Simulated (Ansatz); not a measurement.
in.yaml

```yaml
crystal:
  periodic: [false, false, false]
  atoms:
    - {symbol: Cl, position_ang: [-0.014126, -0.228022, 1.271187]}
    - {symbol: Si, position_ang: [-0.015774, 0.636198, -0.592810]}
    - {symbol: N, position_ang: [0.124203, -0.639770, -1.863528]}
    - {symbol: H, position_ang: [-0.789591, -0.816306, -2.297892]}
basis:
  gaussian: {orbitals: cc-pVDZ}
magnetization: {spin_polarized: true, initial_magnetization: 5}
correlation: {method: ccsdt_q, electrons: outside_noble_gas}
```

```sh
$ ansatz run in.yaml --threads 2 --pin off --events-out ev --progress --plain --max-ram 24576MiB --backend cuda --devices 0, --max-vram 18GiB
```

Output:

```
1066 factors; integrals over basis functions are off by at most 1.6e-7 eV
mean field evaluation 1: about -21851.8041 eV, gradient 1.2e1 eV
mean field evaluation 2: about -21851.8131 eV, gradient 1.2e1 eV
mean field evaluation 4: about -21854.5945 eV, gradient 3.6e0 eV
mean field evaluation 8: about -21855.1029 eV, gradient 2.3e-1 eV
mean field evaluation 16: about -21855.1185 eV, gradient 1.8e-6 eV
mean field evaluation 32: about -21855.1185 eV, gradient 1.5e-2 eV
mean field evaluation 64: about -21852.8689 eV, gradient 2.8e0 eV
mean field evaluation 96: about -21853.1586 eV, gradient 2.6e0 eV
mean field evaluation 128: about -21850.4037 eV, gradient 3.7e0 eV
mean field evaluation 160: about -21853.4458 eV, gradient 4.3e-1 eV
...
cycle  25  -9.21126972 eV  change    6.0e-6 eV  update   2.7e-5
cycle  26  -9.21126024 eV  change    9.5e-6 eV  update   1.9e-5
cycle  27  -9.21125603 eV  change    4.2e-6 eV  update   1.6e-5
cycle  28  -9.21125699 eV  change   -9.6e-7 eV  update   1.3e-5
cycle  29  -9.21126011 eV  change   -3.1e-6 eV  update   1.0e-5
cycle  30  -9.21126257 eV  change   -2.5e-6 eV  update   7.2e-6
cycle  31  -9.21126364 eV  change   -1.1e-6 eV  update   5.1e-6
cycle  32  -9.21126276 eV  change    8.8e-7 eV  update   3.8e-6
cycle  33  -9.21126233 eV  change    4.3e-7 eV  update   2.6e-6
cycle  34  -9.21126284 eV  change   -5.0e-7 eV  update   1.6e-6
perturbative correction -0.02171602 eV, -0.0007980491 hartree
Total energy: -21864.35152169 eV, -803.5000982325 hartree
```

Ran on 2 threads of AMD EPYC 7R13 with a shared H100 80 GB, shared host: 17 s wall, 0.9 GiB peak host memory.
